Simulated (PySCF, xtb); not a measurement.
Homolysis of single bonds, series Sn Cl-H. Gas-phase values, no solvent. Strings in code marks are SMILES.

Quantity: homolytic bond dissociation enthalpy at 298 K (no spin–orbit term), in kcal/mol. Enthalpy corrections at 298 K come from GFN2-xTB frequencies (xtb).

Level 1: PBE-D3(BJ)/def2-TZVP // B3LYP-D3(BJ)/def2-TZVP (PySCF)
Level 2: TPSSh-D3(BJ)/def2-TZVP // B3LYP-D3(BJ)/def2-TZVP (PySCF)
Level 3: PBE/6-31G* (LANL2DZ on Sn) // B3LYP-D3(BJ)/def2-TZVP (PySCF)
Level 4: frozen-core MP2/6-31G* (LANL2DZ on Sn) // B3LYP-D3(BJ)/def2-TZVP (PySCF)

| species | level 1 | level 2 | level 3 | level 4 |
|---|---|---|---|---|
| Cl–Sn bond of `[Cl][Sn]([Cl])([Cl])[Cl]`, giving `[Cl]` and `[Cl][Sn]([Cl])[Cl]` | ___ | 80.8 | 76.6 | 74.7 |
| Cl–Sn bond of `[Cl][SnH3]`, giving `[Cl]` and `[SnH3]` | 91.8 | 90.9 | 86.4 | ___ |
| Cl–Sn bond of `[Cl][SnH2][Cl]`, giving `[Cl]` and `[Cl][SnH2]` | 89.2 | 88.5 | ___ | 79.8 |

**Question.** What belongs in the gaps?

**Answer.** 
- Cl–Sn bond of `[Cl][Sn]([Cl])([Cl])[Cl]`, giving `[Cl]` and `[Cl][Sn]([Cl])[Cl]`, level 1: 80.4
- Cl–Sn bond of `[Cl][SnH3]`, giving `[Cl]` and `[SnH3]`, level 4: 81.2
- Cl–Sn bond of `[Cl][SnH2][Cl]`, giving `[Cl]` and `[Cl][SnH2]`, level 3: 84.3
